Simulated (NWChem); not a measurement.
System: trifluoromethane (CHF3); SMILES FC(F)F

The following NWChem deck was run.

```
start job
memory heap 200 mb stack 900 mb global 1100 mb
geometry units angstroms noautoz
  F      0.880498     0.880498    -0.126012
  C      0.000000     0.000000     0.333995
  F      0.322285    -1.202783    -0.126012
  F     -1.202783     0.322285    -0.126012
  H      0.000000     0.000000     1.437170
end
basis spherical
  * library def2-tzvpd
end
dft
  xc becke88 lyp
  iterations 150
  mulliken
end
task dft energy
```

NWChem printed, in part:

```
             Northwest Computational Chemistry Package (NWChem) 7.3.0
             --------------------------------------------------------

 C3V symmetry detected

                             Geometry "geometry" -> ""
                             -------------------------

 Output coordinates in angstroms (scale by  1.889725989 to convert to a.u.)

  No.       Tag          Charge          X              Y              Z
 ---- ---------------- ---------- -------------- -------------- --------------
    1 F                    9.0000     0.88049821     0.88049821    -0.12715365
    2 C                    6.0000    -0.00000000    -0.00000000     0.33285335
    3 F                    9.0000     0.32228471    -1.20278292    -0.12715365
    4 F                    9.0000    -1.20278292     0.32228471    -0.12715365
    5 H                    1.0000    -0.00000000    -0.00000000     1.43602835

 Effective nuclear repulsion energy (a.u.)     134.2281629385

      Symmetry information
      --------------------

 Group name             C3v
 Group number             17
 Group order               6
 No. of unique centers     3

                                 NWChem DFT Module
                                 -----------------

 Summary of "ao basis" -> "ao basis" (spherical)
 ------------------------------------------------------------------------------
       Tag                 Description            Shells   Functions and Types
 ---------------- ------------------------------  ------  ---------------------
 F                         def2-tzvpd               14       40   6s4p3d1f
 C                         def2-tzvpd               13       37   6s3p3d1f
 H                         def2-tzvpd                5        9   3s2p

      Symmetry analysis of basis
      --------------------------

        a1         46
        a2         14
        e         106

  Rotation of axis

            General Information
            -------------------
          SCF calculation type: DFT
          Wavefunction type:  closed shell.
          No. of atoms     :     5
          No. of electrons :    34
           Alpha electrons :    17
            Beta electrons :    17
          Charge           :     0
          Spin multiplicity:     1
          Use of symmetry is: on ; symmetry adaption is: on
          Maximum number of iterations: 150
          AO basis - number of functions:   166
                     number of shells:    60
          Convergence on energy requested:  1.00D-06
          Convergence on density requested:  1.00D-05
          Convergence on gradient requested:  5.00D-04

              XC Information
              --------------
                    Becke 1988 Exchange Functional  1.000
              Lee-Yang-Parr Correlation Functional  1.000

             Grid Information
             ----------------
          Grid used for XC integration:  medium
          Radial quadrature: Mura-Knowles
          Angular quadrature: Lebedev.
          Tag              B.-S. Rad. Rad. Pts. Rad. Cut. Ang. Pts.
          ---              ---------- --------- --------- ---------
          F                   0.50       49          10.0       434
          C                   0.70       49           9.0       434
          H                   0.35       45           9.0       434
          Grid pruning is: on
          Number of quadrature shells:   143
          Spatial weights used:  Erf1

      Superposition of Atomic Density Guess
      -------------------------------------

 Sum of atomic energies:        -336.42591908

      Non-variational initial energy
      ------------------------------

 Total energy =    -337.548670
 1-e energy   =    -735.611428
 2-e energy   =     263.834595
 HOMO         =      -0.463084
 LUMO         =       0.067208

      Symmetry analysis of molecular orbitals - initial
      -------------------------------------------------

  Numbering of irreducible representations:

     1 a1          2 a2          3 e

  Orbital symmetries:

     1 a1          2 e           3 e           4 a1          5 a1
     6 e           7 e           8 a1          9 a1         10 e
    11 e          12 e          13 e          14 e          15 e
    16 a2         17 a1         18 a1         19 e          20 e
    21 a1         22 e          23 e          24 e          25 e
    26 a1         27 a2

     ---------------------------------------------
      Total Density - Mulliken Population Analysis
     ---------------------------------------------

    Atom       Charge   Shell Charges
 -----------   ------   -------------------------------------------------------
    1 F    9     9.39   0.77  1.20  0.61  1.00  0.31 -0.00  2.33  2.31  0.82  0.01  0.00  0.01  0.00  0.00
    2 C    6     4.84   0.85  1.13  0.48  0.55  0.07  0.02  0.77  0.77 -0.06  0.06  0.18  0.02  0.03
    3 F    9     9.39   0.77  1.20  0.61  1.00  0.31 -0.00  2.33  2.31  0.82  0.01  0.00  0.01  0.00  0.00
    4 F    9     9.39   0.77  1.20  0.61  1.00  0.31 -0.00  2.33  2.31  0.82  0.01  0.00  0.01  0.00  0.00
    5 H    1     1.00   0.25  0.48  0.24  0.02  0.01

   convergence    iter        energy       DeltaE   RMS-Dens  Diis-err
 ---------------- ----- ----------------- --------- --------- ---------
 d= 0,ls=0.0,diis     1   -338.1862716100 -4.72D+02  7.55D-03  2.13D+00
 d= 0,ls=0.0,diis     2   -337.9183592021  2.68D-01  4.56D-03  5.66D+00
 d= 0,ls=0.0,diis     3   -338.3538050872 -4.35D-01  7.31D-04  1.03D-01
 d= 0,ls=0.0,diis     4   -338.3579069528 -4.10D-03  4.27D-04  2.45D-02
 d= 0,ls=0.0,diis     5   -338.3597734793 -1.87D-03  7.56D-05  3.42D-04
  Resetting Diis
 d= 0,ls=0.0,diis     6   -338.3598110411 -3.76D-05  1.01D-05  2.16D-06
 d= 0,ls=0.0,diis     7   -338.3598113044 -2.63D-07  1.94D-06  6.06D-08

         Total DFT energy =     -338.359811304387
      One electron energy =     -736.037680478697
           Coulomb energy =      300.626475686798
    Exchange-Corr. energy =      -37.176769450946
 Nuclear repulsion energy =      134.228162938458

 Numeric. integr. density =       34.000000100399

                  Occupations of the irreducible representations
                  ----------------------------------------------

                     irrep           alpha         beta
                     --------     --------     --------
                     a1                6.0          6.0
                     a2                1.0          1.0
                     e                10.0         10.0

                       DFT Final Molecular Orbital Analysis
                       ------------------------------------

 Vector   15  Occ=2.000000D+00  E=-3.829036D-01  Symmetry=e
              MO Center=  3.8D-01,  1.7D-01, -7.8D-02, r^2= 1.9D+00
   Bfn.  Coefficient  Atom+Function         Bfn.  Coefficient  Atom+Function
  ----- ------------  ---------------      ----- ------------  ---------------
     9      0.297043  1 F  pz                12      0.233884  1 F  pz
     8      0.198846  1 F  py                86     -0.196863  3 F  pz
    85      0.193028  3 F  py                15      0.163292  1 F  pz
     7      0.155377  1 F  px                11      0.156139  1 F  py
    89     -0.155005  3 F  pz                88      0.151580  3 F  py

 Vector   16  Occ=2.000000D+00  E=-3.597753D-01  Symmetry=a2
              MO Center= -4.0D-15,  1.7D-14, -1.2D-01, r^2= 2.0D+00
   Bfn.  Coefficient  Atom+Function         Bfn.  Coefficient  Atom+Function
  ----- ------------  ---------------      ----- ------------  ---------------
    84      0.302520  3 F  px               125     -0.302520  4 F  py
    87      0.238748  3 F  px               128     -0.238748  4 F  py
     7     -0.221460  1 F  px                 8      0.221460  1 F  py
    10     -0.174776  1 F  px                11      0.174776  1 F  py
    90      0.167204  3 F  px               131     -0.167204  4 F  py

 Vector   17  Occ=2.000000D+00  E=-3.476306D-01  Symmetry=a1
              MO Center= -2.3D-14,  8.3D-15,  2.9D-01, r^2= 2.0D+00
   Bfn.  Coefficient  Atom+Function         Bfn.  Coefficient  Atom+Function
  ----- ------------  ---------------      ----- ------------  ---------------
     9      0.252493  1 F  pz                86      0.252493  3 F  pz
   126      0.252493  4 F  pz               159     -0.230129  5 H  s
    12      0.199378  1 F  pz                89      0.199378  3 F  pz
   129      0.199378  4 F  pz                45     -0.181811  2 C  s
    49     -0.178072  2 C  pz               158     -0.149324  5 H  s

 Vector   18  Occ=0.000000D+00  E=-7.305696D-03  Symmetry=a1
              MO Center=  3.1D-13,  1.8D-13,  1.3D+00, r^2= 7.5D+00
   Bfn.  Coefficient  Atom+Function         Bfn.  Coefficient  Atom+Function
  ----- ------------  ---------------      ----- ------------  ---------------
    45      3.384804  2 C  s                 46      2.449126  2 C  s
   160     -2.214149  5 H  s                  6     -0.986367  1 F  s
    83     -0.986367  3 F  s                123     -0.986367  4 F  s
   166      0.735675  5 H  pz                55      0.354493  2 C  pz
    94     -0.307772  3 F  py               133     -0.307772  4 F  px

 Vector   19  Occ=0.000000D+00  E= 2.400483D-02  Symmetry=a1
              MO Center=  6.3D-16, -6.6D-16, -3.0D-01, r^2= 9.4D+00
   Bfn.  Coefficient  Atom+Function         Bfn.  Coefficient  Atom+Function
  ----- ------------  ---------------      ----- ------------  ---------------
   160      4.840212  5 H  s                 55     -2.393792  2 C  pz
    45     -2.024714  2 C  s                 46      1.690797  2 C  s
   166     -1.434316  5 H  pz                 6     -1.292311  1 F  s
    83     -1.292311  3 F  s                123     -1.292311  4 F  s
    68     -0.796113  2 C  d  0              44      0.745252  2 C  s

[...]
```

Level: BLYP/def2-TZVPD. Coordinates come from a PBE0/def2-SVP optimisation.
